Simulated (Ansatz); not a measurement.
# BH₃S: single points off equilibrium

The task here is to estimate one member of a computed series from the others.

Computed with Ansatz 0.2.0, Gaussian basis. Level: single points in def2-TZVPP.

Cores are frozen in the correlated methods.

## The system as given

5 atoms, charge 0, spin multiplicity 1.

Atoms are counted from 1 here; the program's logs count them from 0.

Bond lengths: B1–S2 1.807 Å, B1–H4 1.058 Å, S2–H5 1.296 Å. Angles: S2–B1–H4 113.8°, B1–S2–H5 106.3°.

Coordinates:

```xyz
5

B    -0.3848   -0.4731    0.2262
S     0.2387    1.2044   -0.0210
H    -1.9122   -0.3892    0.5535
H     0.3384   -1.2265    0.0549
H     1.4931    1.0846   -0.3226
```

Set-up of the first run:

Contents of run/in.yaml:

```yaml
crystal:
  periodic: [false, false, false]
  atoms:
    - {symbol: B, position_ang: [-0.384800, -0.473100, 0.226200]}
    - {symbol: S, position_ang: [0.238700, 1.204400, -0.021000]}
    - {symbol: H, position_ang: [-1.912200, -0.389200, 0.553500]}
    - {symbol: H, position_ang: [0.338400, -1.226500, 0.054900]}
    - {symbol: H, position_ang: [1.493100, 1.084600, -0.322600]}
basis:
  gaussian: {orbitals: def2-TZVPP}
correlation: {method: ccsd_t}
output: {forces: true}
```

The command line of these runs was not kept.

Steps of the session up to this table: CCSD(T)/def2-TZVPP; PBE0-D4/def2-TZVPP; wB97M-V/def2-TZVPP; r2SCAN-D4/def2-TZVPP; PBE-D4/def2-TZVPP; r2SCAN0-D4/def2-TZVPP; B97M-V/def2-TZVPP.

One table of the session follows, with a row left open; its other results are not shown here.

```
    method  RMS force component (eV/Å)  angle to CCSD(T) forces (°)  dipole (D)
   CCSD(T)                       2.507                    reference        1.34
   PBE0-D4                       2.569                          1.9        1.34
   wB97M-V                           ?                            ?           ?
 r2SCAN-D4                       2.535                          1.7        1.36
    PBE-D4                       2.549                          3.6        1.33
r2SCAN0-D4                       2.551                          2.1        1.37
    B97M-V                       2.449                          2.8        1.47
```

**Question.** Estimate the row for wB97M-V.

**Answer.** RMS force component (eV/Å): 2.508; angle to CCSD(T) forces (°): 1.9; dipole (D): 1.37. In the column «RMS force component (eV/Å)» it lies between CCSD(T) (2.507) and r2SCAN-D4 (2.535).
